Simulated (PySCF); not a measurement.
Field gradients at the hydrogen positions

C4H10O.
Numbering: `[CH3:1][CH2:2][C@H:3]([CH3:4])[OH:5]` (hydrogens: H6, H7, H8 on C1; H9, H10 on C2; H11 on C3; H12, H13, H14 on C4; H15 on O5)

Geometry (PBE0-D3(BJ)/def2-TZVP, Å), atoms numbered from 1 in this order:
```
atom  x, y, z in Å
C1    -1.531   -0.940    0.067
C2    -0.880    0.419   -0.126
C3     0.583    0.363   -0.541
C4     1.479   -0.285    0.497
O5     1.056    1.658   -0.878
H6    -2.594   -0.836    0.294
H7    -1.445   -1.548   -0.838
H8    -1.074   -1.499    0.887
H9    -1.416    0.983   -0.895
H10   -0.957    1.004    0.801
H11    0.657   -0.203   -1.477
H12    1.204   -1.326    0.677
H13    1.407    0.249    1.452
H14    2.518   -0.256    0.166
H15    1.011    2.203   -0.087
```

Level: PBE0/pcSseg-2 (PySCF, non-relativistic); Q(2H) = 0.00286 b; rigid geometry, the same for H and D, with no vibrational averaging.

Question: Rank these positions by the coupling χzz of a deuteron there, largest first.
A. H8 (methyl hydrogen)
B. H10 (methylene hydrogen)
C. H15 (hydroxyl hydrogen)

Answer: C (309 kHz), A (192 kHz), B (185 kHz).

Q: Tabulate Vzz, the asymmetry η and χzz = 234.96 MHz × Q × Vzz for every hydrogen position.

A: 
```
atom  bonded to  bond length (Å)  Vzz (au)     η  χzz (kHz)
  H6         C1            1.092    0.2870  0.02        193
  H7         C1            1.094    0.2838  0.02        191
  H8         C1            1.092    0.2858  0.02        192
  H9         C2            1.094    0.2788  0.01        187
 H10         C2            1.098    0.2748  0.03        185
 H11         C3            1.096    0.2699  0.05        181
 H12         C4            1.092    0.2867  0.02        193
 H13         C4            1.096    0.2811  0.03        189
 H14         C4            1.091    0.2861  0.02        192
 H15         O5            0.962    0.4594  0.13        309
```

Q: Average by the element that carries the hydrogen.

A: on C: 189 kHz over 9 positions, mean bond length 1.094 Å; on O: 309 kHz over 1 position, mean bond length 0.962 Å.

Q: A static deuteron (I = 1) shows a doublet split by (3/2)χ, (3/4)χ(1 + η) and (3/4)χ(1 − η) with the field along z, y and x of the gradient. What are these for H7?

A: With |χ| = 190.7 kHz and η = 0.023: 286, 146 and 140 kHz, to first order and without motion.

One conformer (not necessarily the lowest) at the PBE0-D3(BJ)/def2-TZVP geometry, without solvent, vibrations or thermal averaging.
